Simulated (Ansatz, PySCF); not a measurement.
Gas-phase reaction in SMILES: O (H2O) → O (H2O) as doublet, charge +1 + e-
Each molecule is optimised on its own at B3LYP-D3(BJ)/def2-TZVP (Ansatz, an electronic-structure program).

Wanted: adiabatic ionisation energy (0 K, with B3LYP-D3(BJ) harmonic zero-point energies from PySCF), in eV. Valence correlation only, unless marked. Open shells are spin-unrestricted. Spin-orbit coupling is left out. Non-relativistic. CBS(X,Y): correlation extrapolated as X^-3; Hartree-Fock from the larger set (for Q and 5 zeta extrapolated as (X+1)exp(-9√X)). The bracket is a focal-point correction in the basis named.

Measured: 12.62 eV (CCCBDB table in ASE); it holds spin-orbit effects, which all levels lack. This is an older compilation, not checked against later work.

| level | program | adiabatic ionisation energy (eV) | error against measurement |
|---|---|---|---|
| HF/STO-3G | Ansatz | 7.95 | -4.67 |
| HF/def2-TZVPP | Ansatz | 10.84 | -1.78 |
| PBE-D3(BJ)/def2-TZVPD | Ansatz + dftd3 | 12.56 | -0.06 |
| TPSS-D4/def2-TZVPD | PySCF + dftd4 | 12.37 | -0.25 |
| PBE0/def2-TZVPD | Ansatz | 12.41 | -0.21 |
| HSE06-D3(BJ)/def2-TZVPD | Ansatz + dftd3 | 12.41 | -0.21 |
| HSE06-D4/def2-TZVPD | Ansatz + dftd4 | 12.41 | -0.21 |
| MP2/def2-TZVPP | Ansatz | 12.59 | -0.03 |
| SCS-MP2/aug-cc-pVTZ | Ansatz | 12.59 | -0.03 |
| SCS-MP2/def2-TZVPPD | Ansatz | 12.56 | -0.06 |
| CCSD/CBS(aug-cc-pVTZ,aug-cc-pVQZ) | Ansatz | 12.51 | -0.11 |
| CCSD/CBS(cc-pVQZ,cc-pV5Z) | Ansatz | 12.52 | -0.10 |
| CCSDT/cc-pVDZ | Ansatz | 11.76 | -0.86 |
| RI-MP2/CBS(aug-cc-pVTZ,aug-cc-pVQZ)+[CCSD(T)-MP2]/aug-cc-pVTZ | Ansatz | 12.63 | 0.01 |
| CCSD(T)/CBS(cc-pVQZ,cc-pV5Z) | Ansatz | 12.62 | 0.00 |
